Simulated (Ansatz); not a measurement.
**NHCl (quartet): B2PLYP, RPA-PBE over a scan of the distance Cl1–H2 along a hydrogen transfer, cc-pVTZ**

Aim: run NHCl (quartet) with these functionals over a scan of the distance Cl1–H2 along a hydrogen transfer, and hold them against the top wave-function level at the same points.

Program: Ansatz 0.2.0, Gaussian basis. Level of theory: cc-pVTZ, all electrons in the functionals, frozen cores in the correlation of double hybrids and RPA. These are calculated values, not measurements.

To be run: B2PLYP, RPA-PBE, at 1.279 Å; 1.371 Å; 1.555 Å; 1.740 Å; 1.924 Å.

**1. The system**

The geometry derives from fragments relaxed apart (PBE0/def2-TZVP) and kept rigid, so it is no stationary point. A hydrogen atom is moved between rigid fragments.

3 atoms, charge 0, spin multiplicity 4.

Atoms are counted from 1 here; the program's logs count them from 0.

Bond lengths: Cl1–H2 1.279 Å.

No dispersion term is added.

The geometry shown and the zero of energy belong to the point 1.279 Å. The yardstick, UCCSDT(Q), and other wave-function levels (R restricted, U unrestricted, valence and pair active spaces) come from earlier runs.

**2. B2PLYP, 1.279 Å**

Input file in.yaml:

```yaml
crystal:
  periodic: [false, false, false]
  atoms:
    - {symbol: Cl, position_ang: [0.000000, 0.000000, -1.414267]}
    - {symbol: H, position_ang: [0.000000, 0.000000, -0.135467]}
    - {symbol: N, position_ang: [0.000000, 0.000000, 1.549733]}
basis:
  gaussian: {orbitals: cc-pVTZ}
magnetization: {spin_polarized: true, initial_magnetization: 3}
hamiltonian: {xc: {name: B2PLYP}}
correlation: {electrons: outside_noble_gas}
```

Started as:

```bash
ansatz run in.yaml --threads 1 --pin off --events-out ev --progress --plain --max-ram 4096MiB --backend cpu
```

Log:

```text
Functional definition: B2PLYP
  name "B2PLYP"
  cite "Grimme, J. Chem. Phys. 124, 034108 (2006) doi:10.1063/1.2148954"
  cite "Becke, Phys. Rev. A 38, 3098 (1988) doi:10.1103/PhysRevA.38.3098"
  cite "Lee, Yang & Parr, Phys. Rev. B 37, 785 (1988) doi:10.1103/PhysRevB.37.785"
  parameter a = 0.53
  parameter c = 0.27
  exchange = (1 - a)*b88_x + a*exact_x
  correlation = (1 - c)*lyp_c + c*(mp2_os + mp2_ss)
456 factors; integrals over basis functions are off by at most 1.3e-3 eV
mean field evaluation 1: about -14017.5422 eV, gradient 7.8e0 eV
mean field evaluation 2: about -14017.5684 eV, gradient 7.8e0 eV
mean field evaluation 4: about -14018.1273 eV, gradient 1.2e0 eV
mean field evaluation 8: about -14018.1440 eV, gradient 3.9e-2 eV
mean field evaluation 16: about -14018.1441 eV, gradient 3.6e-5 eV
mean field -14018.14405946 eV, -515.1572923460 hartree, gradient 6.7e-6 eV, S^2 3.755975; 0 other end points of the search recorded, 0 dependent functions left out
6 core orbitals not correlated: weight in the atoms' cores, before any rotation towards them, 1.000 or more for the frozen orbitals, at most 0.000 for the correlated occupied ones
reference -14018.14416512 eV, -515.1572962289 hartree; 8, 5 occupied and 64, 67 virtual orbitals, 456 factors
second order -9.96469820 eV of doubles, -0.00000000 eV of singles
Total energy: -14020.83463364 eV, -515.2561691231 hartree
```

Run time: 1.3 s. Hardware: 1 thread of AMD EPYC 7R13, shared host.

From the report: ⟨S²⟩ of the determinant 3.756 (pure quartet: 3.75).

**3. B2PLYP, 1.371 Å**

Input file in.yaml:

```yaml
crystal:
  periodic: [false, false, false]
  atoms:
    - {symbol: Cl, position_ang: [0.000000, 0.000000, -1.445000]}
    - {symbol: H, position_ang: [0.000000, 0.000000, -0.074000]}
    - {symbol: N, position_ang: [0.000000, 0.000000, 1.519000]}
basis:
  gaussian: {orbitals: cc-pVTZ}
magnetization: {spin_polarized: true, initial_magnetization: 3}
hamiltonian: {xc: {name: B2PLYP}}
correlation: {electrons: outside_noble_gas}
```

The command is unchanged.

Log, cut to the lines that bear on the results:

```text
Functional definition: B2PLYP
  name "B2PLYP"
  cite "Grimme, J. Chem. Phys. 124, 034108 (2006) doi:10.1063/1.2148954"
  cite "Becke, Phys. Rev. A 38, 3098 (1988) doi:10.1103/PhysRevA.38.3098"
  cite "Lee, Yang & Parr, Phys. Rev. B 37, 785 (1988) doi:10.1103/PhysRevB.37.785"
[...]
458 factors; integrals over basis functions are off by at most 1.2e-3 eV
[...]
mean field -14018.01698749 eV, -515.1526225371 hartree, gradient 4.9e-6 eV, S^2 3.758608; 0 other end points of the search recorded, 0 dependent functions left out
6 core orbitals not correlated: weight in the atoms' cores, before any rotation towards them, 1.000 or more for the frozen orbitals, at most 0.000 for the correlated occupied ones
reference -14018.01709308 eV, -515.1526264173 hartree; 8, 5 occupied and 64, 67 virtual orbitals, 458 factors
second order -10.07736960 eV of doubles, -0.00000000 eV of singles
Total energy: -14020.73798287 eV, -515.2526172728 hartree
```

Wall time 1.2 s (1 thread of AMD EPYC 7R13, shared host).

From the report: ⟨S²⟩ of the determinant 3.759 (pure quartet: 3.75).

From 1.279 Å: +9.3 kJ/mol.

**4. B2PLYP, 1.555 Å**

Input file in.yaml:

```yaml
crystal:
  periodic: [false, false, false]
  atoms:
    - {symbol: Cl, position_ang: [0.000000, 0.000000, -1.506333]}
    - {symbol: H, position_ang: [0.000000, 0.000000, 0.048667]}
    - {symbol: N, position_ang: [0.000000, 0.000000, 1.457667]}
basis:
  gaussian: {orbitals: cc-pVTZ}
magnetization: {spin_polarized: true, initial_magnetization: 3}
hamiltonian: {xc: {name: B2PLYP}}
correlation: {electrons: outside_noble_gas}
```

The command is unchanged.

Log, cut to the lines that bear on the results:

```text
Functional definition: B2PLYP
  name "B2PLYP"
  cite "Grimme, J. Chem. Phys. 124, 034108 (2006) doi:10.1063/1.2148954"
  cite "Becke, Phys. Rev. A 38, 3098 (1988) doi:10.1103/PhysRevA.38.3098"
  cite "Lee, Yang & Parr, Phys. Rev. B 37, 785 (1988) doi:10.1103/PhysRevB.37.785"
[...]
458 factors; integrals over basis functions are off by at most 1.3e-3 eV
[...]
mean field -14017.51522825 eV, -515.1341832250 hartree, gradient 2.5e-6 eV, S^2 3.776523; 0 other end points of the search recorded, 0 dependent functions left out
6 core orbitals not correlated: weight in the atoms' cores, before any rotation towards them, 1.000 or more for the frozen orbitals, at most 0.000 for the correlated occupied ones
reference -14017.51533417 eV, -515.1341871176 hartree; 8, 5 occupied and 64, 67 virtual orbitals, 458 factors
second order -10.33231336 eV of doubles, -0.00000000 eV of singles
Total energy: -14020.30505878 eV, -515.2367076060 hartree
```

Run time: 1.4 s. Hardware: 1 thread of AMD EPYC 7R13, shared host.

From the report: ⟨S²⟩ of the determinant 3.777 (pure quartet: 3.75).

From 1.279 Å: +51.1 kJ/mol.

**5. B2PLYP, 1.740 Å**

Input file in.yaml:

```yaml
crystal:
  periodic: [false, false, false]
  atoms:
    - {symbol: Cl, position_ang: [0.000000, 0.000000, -1.568000]}
    - {symbol: H, position_ang: [0.000000, 0.000000, 0.172000]}
    - {symbol: N, position_ang: [0.000000, 0.000000, 1.396000]}
basis:
  gaussian: {orbitals: cc-pVTZ}
magnetization: {spin_polarized: true, initial_magnetization: 3}
hamiltonian: {xc: {name: B2PLYP}}
correlation: {electrons: outside_noble_gas}
```

The command is unchanged.

Log, cut to the lines that bear on the results:

```text
Functional definition: B2PLYP
  name "B2PLYP"
  cite "Grimme, J. Chem. Phys. 124, 034108 (2006) doi:10.1063/1.2148954"
  cite "Becke, Phys. Rev. A 38, 3098 (1988) doi:10.1103/PhysRevA.38.3098"
  cite "Lee, Yang & Parr, Phys. Rev. B 37, 785 (1988) doi:10.1103/PhysRevB.37.785"
[...]
458 factors; integrals over basis functions are off by at most 1.2e-3 eV
[...]
mean field -14017.30434693 eV, -515.1264334795 hartree, gradient 1.8e-6 eV, S^2 3.789365; 2 other end points of the search recorded, 0 dependent functions left out
6 core orbitals not correlated: weight in the atoms' cores, before any rotation towards them, 1.000 or more for the frozen orbitals, at most 0.000 for the correlated occupied ones
reference -14017.30445351 eV, -515.1264373961 hartree; 8, 5 occupied and 64, 67 virtual orbitals, 458 factors
second order -10.44176082 eV of doubles, -0.00000000 eV of singles
Total energy: -14020.12372893 eV, -515.2300438569 hartree
```

Wall time 1.7 s (1 thread of AMD EPYC 7R13, shared host).

From the report: ⟨S²⟩ of the determinant 3.789 (pure quartet: 3.75).

From 1.279 Å: +68.6 kJ/mol.

**6. B2PLYP, 1.924 Å**

Input file in.yaml:

```yaml
crystal:
  periodic: [false, false, false]
  atoms:
    - {symbol: Cl, position_ang: [0.000000, 0.000000, -1.629333]}
    - {symbol: H, position_ang: [0.000000, 0.000000, 0.294667]}
    - {symbol: N, position_ang: [0.000000, 0.000000, 1.334667]}
basis:
  gaussian: {orbitals: cc-pVTZ}
magnetization: {spin_polarized: true, initial_magnetization: 3}
hamiltonian: {xc: {name: B2PLYP}}
correlation: {electrons: outside_noble_gas}
```

Same command.

Log, cut to the lines that bear on the results:

```text
Functional definition: B2PLYP
  name "B2PLYP"
  cite "Grimme, J. Chem. Phys. 124, 034108 (2006) doi:10.1063/1.2148954"
  cite "Becke, Phys. Rev. A 38, 3098 (1988) doi:10.1103/PhysRevA.38.3098"
  cite "Lee, Yang & Parr, Phys. Rev. B 37, 785 (1988) doi:10.1103/PhysRevB.37.785"
[...]
460 factors; integrals over basis functions are off by at most 1.1e-3 eV
[...]
mean field -14017.39713665 eV, -515.1298434387 hartree, gradient 5.1e-6 eV, S^2 3.769259; 4 other end points of the search recorded, 0 dependent functions left out
6 core orbitals not correlated: weight in the atoms' cores, before any rotation towards them, 1.000 or more for the frozen orbitals, at most 0.000 for the correlated occupied ones
reference -14017.39724326 eV, -515.1298473567 hartree; 8, 5 occupied and 64, 67 virtual orbitals, 460 factors
second order -10.14815539 eV of doubles, -0.00000000 eV of singles
Total energy: -14020.13724521 eV, -515.2305405713 hartree
```

It took 2.9 s on 1 thread of AMD EPYC 7R13, shared host.

From the report: ⟨S²⟩ of the determinant 3.769 (pure quartet: 3.75).

From 1.279 Å: +67.3 kJ/mol.

**7. RPA-PBE, 1.279 Å**

Input file in.yaml:

```yaml
crystal:
  periodic: [false, false, false]
  atoms:
    - {symbol: Cl, position_ang: [0.000000, 0.000000, -1.414267]}
    - {symbol: H, position_ang: [0.000000, 0.000000, -0.135467]}
    - {symbol: N, position_ang: [0.000000, 0.000000, 1.549733]}
basis:
  gaussian: {orbitals: cc-pVTZ}
magnetization: {spin_polarized: true, initial_magnetization: 3}
hamiltonian: {xc: {name: PBE}}
correlation: {method: rpa, electrons: outside_noble_gas}
```

Same command.

Log, cut to the lines that bear on the results:

```text
Functional definition: PBE
  name "PBE"
  cite "Perdew, Burke & Ernzerhof, Phys. Rev. Lett. 77, 3865 (1996) doi:10.1103/PhysRevLett.77.3865"
  parent pbe
[...]
456 factors; integrals over basis functions are off by at most 1.3e-3 eV
[...]
mean field -14018.27821313 eV, -515.1622224022 hartree, gradient 8.5e-6 eV, S^2 3.753025; 0 other end points of the search recorded, 0 dependent functions left out
6 core orbitals not correlated: weight in the atoms' cores, before any rotation towards them, 1.000 or more for the frozen orbitals, at most 0.000 for the correlated occupied ones
reference -13999.51450185 eV, -514.4726687311 hartree; 8, 5 occupied and 64, 67 virtual orbitals, 456 factors
Total energy: -14014.42808517 eV, -515.0207328095 hartree
```

It took 0.93 s on 1 thread of AMD EPYC 7R13, shared host.

From the report: ⟨S²⟩ of the determinant 3.753 (pure quartet: 3.75).

**8. RPA-PBE, 1.371 Å**

Input file in.yaml:

```yaml
crystal:
  periodic: [false, false, false]
  atoms:
    - {symbol: Cl, position_ang: [0.000000, 0.000000, -1.445000]}
    - {symbol: H, position_ang: [0.000000, 0.000000, -0.074000]}
    - {symbol: N, position_ang: [0.000000, 0.000000, 1.519000]}
basis:
  gaussian: {orbitals: cc-pVTZ}
magnetization: {spin_polarized: true, initial_magnetization: 3}
hamiltonian: {xc: {name: PBE}}
correlation: {method: rpa, electrons: outside_noble_gas}
```

Same command.

Log, cut to the lines that bear on the results:

```text
Functional definition: PBE
  name "PBE"
  cite "Perdew, Burke & Ernzerhof, Phys. Rev. Lett. 77, 3865 (1996) doi:10.1103/PhysRevLett.77.3865"
  parent pbe
[...]
458 factors; integrals over basis functions are off by at most 1.2e-3 eV
[...]
mean field -14018.27532432 eV, -515.1621162403 hartree, gradient 1.3e-6 eV, S^2 3.753814; 0 other end points of the search recorded, 0 dependent functions left out
6 core orbitals not correlated: weight in the atoms' cores, before any rotation towards them, 1.000 or more for the frozen orbitals, at most 0.000 for the correlated occupied ones
reference -13999.21426631 eV, -514.4616352788 hartree; 8, 5 occupied and 64, 67 virtual orbitals, 458 factors
Total energy: -14014.30067493 eV, -515.0160505695 hartree
```

Wall time 0.93 s (1 thread of AMD EPYC 7R13, shared host).

From the report: ⟨S²⟩ of the determinant 3.754 (pure quartet: 3.75).

From 1.279 Å: +12.3 kJ/mol.

**9. RPA-PBE, 1.555 Å**

Input file in.yaml:

```yaml
crystal:
  periodic: [false, false, false]
  atoms:
    - {symbol: Cl, position_ang: [0.000000, 0.000000, -1.506333]}
    - {symbol: H, position_ang: [0.000000, 0.000000, 0.048667]}
    - {symbol: N, position_ang: [0.000000, 0.000000, 1.457667]}
basis:
  gaussian: {orbitals: cc-pVTZ}
magnetization: {spin_polarized: true, initial_magnetization: 3}
hamiltonian: {xc: {name: PBE}}
correlation: {method: rpa, electrons: outside_noble_gas}
```

Launched as before.

Log, cut to the lines that bear on the results:

```text
Functional definition: PBE
  name "PBE"
  cite "Perdew, Burke & Ernzerhof, Phys. Rev. Lett. 77, 3865 (1996) doi:10.1103/PhysRevLett.77.3865"
  parent pbe
[...]
458 factors; integrals over basis functions are off by at most 1.3e-3 eV
[...]
mean field -14018.05594531 eV, -515.1540542105 hartree, gradient 8.9e-7 eV, S^2 3.757097; 3 other end points of the search recorded, 0 dependent functions left out
6 core orbitals not correlated: weight in the atoms' cores, before any rotation towards them, 1.000 or more for the frozen orbitals, at most 0.000 for the correlated occupied ones
reference -13998.33688950 eV, -514.4293922756 hartree; 8, 5 occupied and 64, 67 virtual orbitals, 458 factors
Total energy: -14013.86510644 eV, -515.0000437226 hartree
```

Wall time 2.1 s (1 thread of AMD EPYC 7R13, shared host).

From the report: ⟨S²⟩ of the determinant 3.757 (pure quartet: 3.75).

From 1.279 Å: +54.3 kJ/mol.

**10. RPA-PBE, 1.740 Å**

Input file in.yaml:

```yaml
crystal:
  periodic: [false, false, false]
  atoms:
    - {symbol: Cl, position_ang: [0.000000, 0.000000, -1.568000]}
    - {symbol: H, position_ang: [0.000000, 0.000000, 0.172000]}
    - {symbol: N, position_ang: [0.000000, 0.000000, 1.396000]}
basis:
  gaussian: {orbitals: cc-pVTZ}
magnetization: {spin_polarized: true, initial_magnetization: 3}
hamiltonian: {xc: {name: PBE}}
correlation: {method: rpa, electrons: outside_noble_gas}
```

The command is unchanged.

Log, cut to the lines that bear on the results:

```text
Functional definition: PBE
  name "PBE"
  cite "Perdew, Burke & Ernzerhof, Phys. Rev. Lett. 77, 3865 (1996) doi:10.1103/PhysRevLett.77.3865"
  parent pbe
[...]
458 factors; integrals over basis functions are off by at most 1.2e-3 eV
[...]
mean field -14017.97958734 eV, -515.1512481070 hartree, gradient 4.4e-7 eV, S^2 3.758642; 6 other end points of the search recorded, 0 dependent functions left out
6 core orbitals not correlated: weight in the atoms' cores, before any rotation towards them, 1.000 or more for the frozen orbitals, at most 0.000 for the correlated occupied ones
reference -13997.95255908 eV, -514.4152683932 hartree; 8, 5 occupied and 64, 67 virtual orbitals, 458 factors
Total energy: -14013.75472458 eV, -514.9959872641 hartree
```

It took 2.8 s on 1 thread of AMD EPYC 7R13, shared host.

From the report: ⟨S²⟩ of the determinant 3.759 (pure quartet: 3.75).

From 1.279 Å: +65.0 kJ/mol.

**11. RPA-PBE, 1.924 Å**

Input file in.yaml:

```yaml
crystal:
  periodic: [false, false, false]
  atoms:
    - {symbol: Cl, position_ang: [0.000000, 0.000000, -1.629333]}
    - {symbol: H, position_ang: [0.000000, 0.000000, 0.294667]}
    - {symbol: N, position_ang: [0.000000, 0.000000, 1.334667]}
basis:
  gaussian: {orbitals: cc-pVTZ}
magnetization: {spin_polarized: true, initial_magnetization: 3}
hamiltonian: {xc: {name: PBE}}
correlation: {method: rpa, electrons: outside_noble_gas}
```

The command is unchanged.

Log, cut to the lines that bear on the results:

```text
Functional definition: PBE
  name "PBE"
  cite "Perdew, Burke & Ernzerhof, Phys. Rev. Lett. 77, 3865 (1996) doi:10.1103/PhysRevLett.77.3865"
  parent pbe
[...]
460 factors; integrals over basis functions are off by at most 1.1e-3 eV
[...]
mean field -14017.88129565 eV, -515.1476359539 hartree, gradient 6.2e-6 eV, S^2 3.756914; 5 other end points of the search recorded, 0 dependent functions left out
6 core orbitals not correlated: weight in the atoms' cores, before any rotation towards them, 1.000 or more for the frozen orbitals, at most 0.000 for the correlated occupied ones
reference -13998.07851036 eV, -514.4198970175 hartree; 8, 5 occupied and 64, 67 virtual orbitals, 460 factors
Total energy: -14013.78261497 eV, -514.9970122171 hartree
```

Wall time 3.1 s (1 thread of AMD EPYC 7R13, shared host).

From the report: ⟨S²⟩ of the determinant 3.757 (pure quartet: 3.75).

From 1.279 Å: +62.3 kJ/mol.

**12. Against the wave-function levels**

The yardstick is UCCSDT(Q), where the cluster series has nearly closed. It comes from earlier runs at the same points. Energies in kJ/mol, counted from 1.279 Å; blanks weren't run or aren't comparable.

| level | 1.279 Å | 1.371 Å | 1.555 Å | 1.740 Å | 1.924 Å |
| --- | --- | --- | --- | --- | --- |
| UCCSDT(Q) | 0.0 | 12.3 | 62.5 | 89.2 | 88.7 |
| B2PLYP | 0.0 | 9.3 | 51.1 | 68.6 | 67.3 |
| RPA-PBE | 0.0 | 12.3 | 54.3 | 65.0 | 62.3 |

Largest miss and mean time a point (UCCSDT(Q) took 19 s a point; shared hosts):

| level | largest miss (kJ/mol) | where | time a point |
| --- | --- | --- | --- |
| B2PLYP | -21.4 | 1.924 Å | 1.7 s |
| RPA-PBE | -26.4 | 1.924 Å | 2 s |

**13. What came out**

```
                   quantity                   value
span of the UCCSDT(Q) curve             89.2 kJ/mol
       largest miss, B2PLYP  -21.4 kJ/mol (1.924 Å)
      largest miss, RPA-PBE  -26.4 kJ/mol (1.924 Å)
```

Of the functionals, B2PLYP keep the smallest largest miss at the points compared (at most 21.4 kJ/mol) and RPA-PBE strays most (26.4 kJ/mol, at 1.924 Å). Functionals and the yardstick converge differently with the basis, so part of each miss in cc-pVTZ is the basis.
